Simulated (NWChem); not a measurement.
**One shape, several levels: BF (SMILES [B]F)**

Wanted: a comparison of 4 runs (B3LYP/6-31G*, PBE0/def2-SVP, SVWN5/def2-TZVPPD, r2SCAN/def2-TZVPPD) of BF. 

Program for the calculation: NWChem 7.3.0.

2 further runs of the same task are left out: 2 set aside as unsound or not needed. Runs told in other sessions of the task aren't counted.

**1. Starting point**

BF has 2 atoms, charge 0, and is taken as a singlet. As SMILES, `[B]F`. The coordinates come from a PBE0-D4/def2-TZVP relaxation.

Bond lengths: B1–F2 1.263 Å.

**2. Energy and gradient at B3LYP/6-31G(d) (spherical functions) (run 1)**

Input file calc.nw:

```
start calc
memory total 2200 mb

geometry noautosym nocenter noautoz
  B        0.000000       0.000000      -0.009350
  F        0.000000       0.000000       1.253740
end

basis "ao basis" spherical bse
  B library 6-31G*
  F library 6-31G*
end

dft
  xc b3lyp
  grid xfine
  convergence energy 1e-08
  maxiter 100
  mulliken
end

task dft gradient
```

On the command line:

```sh
$ nwchem calc.nw > calc.out
```

The log of the run:

```text
[...]
          Wavefunction type:  closed shell.
          No. of atoms     :     2
          No. of electrons :    14
[...]
          Charge           :     0
          Spin multiplicity:     1
[...]
          AO basis - number of functions:    28
[...]
              XC Information
              --------------
                         B3LYP Method XC Potential
                     Hartree-Fock (Exact) Exchange  0.200
                        Slater Exchange Functional  0.800 local
                    Becke 1988 Exchange Functional  0.720 non-local
              Lee-Yang-Parr Correlation Functional  0.810
                  VWN I RPA Correlation Functional  0.190 local
[...]
 d= 0,ls=0.0,diis     1   -124.6199904281 -1.43D+02  2.59D-02  2.91D-01     0.6
[...]
 d= 0,ls=0.0,diis     7   -124.6561292412 -8.39D-10  2.56D-07  3.99D-11     2.8
         Total DFT energy =     -124.656129241206
      One electron energy =     -209.018684361718
           Coulomb energy =       79.986203380123
    Exchange-Corr. energy =      -14.476601101441
 Nuclear repulsion energy =       18.852952841829
[...]
      Total Density - Mulliken Population Analysis
     ---------------------------------------------
    Atom       Charge   Shell Charges
 -----------   ------   -------------------------------------------------------
    1 B    5     4.88   2.00  0.64  0.80  1.18  0.18  0.08
    2 F    9     9.12   2.00  0.95  3.32  0.93  1.90  0.01
[...]
  wavefunction    = closed shell
                         DFT ENERGY GRADIENTS
    atom               coordinates                        gradient
                 x          y          z           x          y          z
   1 B       0.000000   0.000000  -0.017669    0.000000   0.000000   0.011081
   2 F       0.000000   0.000000   2.369225   -0.000000  -0.000000  -0.011081
[...]
```

It took 4.2 s on 1 thread of Intel Xeon Platinum 8259CL at 2.50GHz (Skylake/Cascade Lake), shared host; peak memory 0.11 GiB.

**3. Energy and forces at PBE0/def2-SVP (run 2)**

Input file test.xyz:

```xyz
2
BF
B      0.000000     0.000000    -0.009350
F      0.000000     0.000000     1.253740
```

Input file run.py:

```python
from ase.io import read
from ase.calculators.nwchem import NWChem

atoms = read('test.xyz')

calc = NWChem(
    label='test',
    theory='dft',
    memory='2200 mb',
    basis='def2-SVP',
    basispar='spherical bse',
    dft={'xc': 'pbe0', 'mult': '1', 'grid': 'xfine', 'convergence': 'energy 1e-08', 'iterations': '100', 'mulliken': None},
)
atoms.calc = calc

forces = atoms.get_forces()
e = atoms.get_potential_energy()
print(f"E = {e:.6f} eV")
print("forces (eV/A):")
for s, f in zip(atoms.symbols, forces):
    print(f"{s:2s} {f[0]:10.5f} {f[1]:10.5f} {f[2]:10.5f}")
print("dipole (e A):", atoms.get_dipole_moment().round(4))
```

On the command line:

```sh
$ export ASE_NWCHEM_COMMAND="nwchem PREFIX.nwi > PREFIX.nwo"
$ python run.py
```

The log of the run:

```text
E = -3385.833067 eV
forces (eV/A):
B     0.00000    0.00000    0.00905
F    -0.00000   -0.00000   -0.00905
dipole (e A): [-0.     -0.      0.2503]
```

The calculator wrote test.nwi:

```
title "test"

permanent_dir test

scratch_dir test

start test

geometry units angstrom nocenter noautosym noautoz
  B  0.0000000000000000e+00 0.0000000000000000e+00 -9.3500000000000007e-03
  F  0.0000000000000000e+00 0.0000000000000000e+00 1.2537400000000001e+00
end

memory 2200 mb

basis spherical bse noprint
   * library def2-SVP
end

dft
  xc pbe0
  mult 1
  grid xfine
  convergence energy 1e-08
  iterations 100
  mulliken
end

task dft gradient
```

test.nwo:

```text
Northwest Computational Chemistry Package (NWChem) 7.3.0
             --------------------------------------------------------

           Job information
           ---------------

    nwchem branch   = 7.3.0
    use scalapack   = T
    input           = test.nwi
    prefix          = test.
    data base       = test/test.db
    status          = startup
    nproc           =        1

           Memory information
           ------------------

[... 5 lines left out ...]
    hardfail = no
[... 71 lines left out ...]
  convergence criterion.
[... 40 lines left out ...]
          Spatial weights used:  Erf1
[... 32 lines left out ...]
 1-e energy   =    -208.363893
[... 41 lines left out ...]
           Coulomb energy =       79.642677910141
[... 266 lines left out ...]
          Convergence on density requested:  1.00D-05
[... 26 lines left out ...]
          total energy or number of iterations.
[... 33 lines left out ...]
                 ----------------------------------------
                 |  Time  |  1-e(secs)   |  2-e(secs)   |
                 ----------------------------------------
                 |  CPU   |       0.00   |       0.25   |
                 ----------------------------------------
                 |  WALL  |       0.00   |       0.25   |
                 ----------------------------------------

 Task  times  cpu:        3.4s     wall:        3.4s
 Total times  cpu:        3.4s     wall:        3.4s
```

Run time: 4.8 s. Hardware: 1 thread of Intel Xeon Platinum 8259CL at 2.50GHz (Skylake/Cascade Lake), shared host; peak memory 0.11 GiB.

**4. Energy and forces at SVWN5/def2-TZVPPD (run 3)**

Input file work.nw:

```
start work
title "13768-60-0"
memory stack 880 mb heap 220 mb global 1100 mb

geometry noautosym nocenter noautoz
B      0.000000     0.000000    -0.009350
F      0.000000     0.000000     1.253740
end

basis spherical bse
* library def2-TZVPPD
end

dft
xc slater vwn_5
mult 1
grid xfine
convergence energy 1e-08
iterations 100
mulliken
print medium
end

task dft gradient
```

On the command line:

```sh
$ nwchem work.nw > work.out
```

The log of the run:

```text
[...]
          Wavefunction type:  closed shell.
          No. of atoms     :     2
          No. of electrons :    14
[...]
          Charge           :     0
          Spin multiplicity:     1
[...]
          AO basis - number of functions:    77
[...]
              XC Information
              --------------
                        Slater Exchange Functional  1.000 local
                      VWN V Correlation Functional  1.000 local
[...]
 d= 0,ls=0.0,diis     1   -123.7411914349 -1.43D+02  1.09D-02  1.10D+00     1.4
[...]
 d= 0,ls=0.0,diis     8   -123.7970399253  4.99D-09  1.05D-06  8.17D-08     7.6
         Total DFT energy =     -123.797039925332
      One electron energy =     -208.681267480426
           Coulomb energy =       79.486312356167
    Exchange-Corr. energy =      -13.455037642902
 Nuclear repulsion energy =       18.852952841829
[...]
      Total Density - Mulliken Population Analysis
     ---------------------------------------------
    Atom       Charge   Shell Charges
 -----------   ------   -------------------------------------------------------
    1 B    5     4.97   0.90  1.06  0.67  0.79  0.40  0.02  0.63  0.33  0.04  0.07  0.04  0.00  0.02
    2 F    9     9.03   0.76  1.20  0.62  0.94  0.33 -0.03  2.30  2.02  0.84  0.02  0.00  0.01  0.01  0.00
[...]
  wavefunction    = closed shell
                         DFT ENERGY GRADIENTS
    atom               coordinates                        gradient
                 x          y          z           x          y          z
   1 B       0.000000   0.000000  -0.017669   -0.000000  -0.000000  -0.002050
   2 F       0.000000   0.000000   2.369225    0.000000   0.000000   0.002050
[...]
```

Run time: 13 s. Hardware: 1 thread of Intel Xeon Platinum 8259CL at 2.50GHz (Skylake/Cascade Lake), shared host; peak memory 0.12 GiB.

**5. Energy and forces at r2SCAN/def2-TZVPPD (run 4)**

Input file bf.nw:

```
start bf
memory total 2200 mb

geometry noautosym nocenter noautoz
  B      0.000000     0.000000    -0.009350
  F      0.000000     0.000000     1.253740
end

basis spherical bse
  * library def2-TZVPPD
end

dft
  xc r2scan
  grid xfine
  convergence energy 1e-08
  maxiter 100
  mulliken
end

task dft gradient
```

On the command line:

```sh
$ nwchem bf.nw > bf.out
```

The log of the run:

```text
[...]
          Wavefunction type:  closed shell.
          No. of atoms     :     2
          No. of electrons :    14
[...]
          Charge           :     0
          Spin multiplicity:     1
[...]
          AO basis - number of functions:    77
[...]
              XC Information
              --------------
                      r^2SCAN Method XC Functional
               r^2SCAN metaGGA Exchange Functional  1.000
                     r^2SCAN Correlation Potential  1.000
[...]
 d= 0,ls=0.0,diis     1   -124.6135109779 -1.43D+02  8.74D-03  3.83D-01     2.0
[...]
 d= 0,ls=0.0,diis     8   -124.6524765660 -3.09D-10  5.65D-07  6.18D-11    11.8
         Total DFT energy =     -124.652476565989
      One electron energy =     -208.885707868970
           Coulomb energy =       79.762161096458
    Exchange-Corr. energy =      -14.381882635306
 Nuclear repulsion energy =       18.852952841829
[...]
      Total Density - Mulliken Population Analysis
     ---------------------------------------------
    Atom       Charge   Shell Charges
 -----------   ------   -------------------------------------------------------
    1 B    5     4.90   0.92  1.05  0.65  0.81  0.35  0.02  0.59  0.35  0.04  0.06  0.04 -0.00  0.02
    2 F    9     9.10   0.77  1.20  0.63  0.95  0.35 -0.03  2.27  2.13  0.79  0.02  0.00  0.01  0.01  0.00
[...]
  wavefunction    = closed shell
                         DFT ENERGY GRADIENTS
    atom               coordinates                        gradient
                 x          y          z           x          y          z
   1 B       0.000000   0.000000  -0.017669    0.000000   0.000000   0.004544
   2 F       0.000000   0.000000   2.369225   -0.000000  -0.000000  -0.004544
[...]
```

It took 19 s on 1 thread of Intel Xeon Platinum 8259CL at 2.50GHz (Skylake/Cascade Lake), shared host; peak memory 0.12 GiB.

**6. Overview of the runs**

```
run                               level  energy (Eh)  dipole moment (D)  HOMO energy (eV)  LUMO energy (eV)  wall time
  1  B3LYP/6-31G* (spherical functions)  -124.656129               1.10             -7.28             -0.58      4.2 s
  2                       PBE0/def2-SVP  -124.427071               1.20             -7.88             -0.93      4.8 s
  3                   SVWN5/def2-TZVPPD  -123.797040               1.07             -6.82             -2.35       13 s
  4                  r2SCAN/def2-TZVPPD  -124.652477               1.09             -7.02             -1.81       19 s
```

**7. Summary of results**

| quantity | value |
| --- | --- |
| run 4: total energy | -124.65248 Eh |
| run 4: dipole moment | 1.09 D |
| run 4: HOMO energy | -7.02 eV |
| run 4: LUMO energy | -1.81 eV |
| run 4: HOMO–LUMO gap | 5.21 eV |
| run 4: largest force on an atom | 0.234 eV/Å |

What this shows: The dipole moment (its size) runs from 1.07 D (SVWN5/def2-TZVPPD) to 1.20 D (PBE0/def2-SVP). The two ends differ in method and basis. The HOMO–LUMO gap runs from 4.48 eV (SVWN5/def2-TZVPPD) to 6.95 eV (PBE0/def2-SVP). Totals of different functionals can't be ranked against each other. All runs together took 41 s, the longest 19 s.
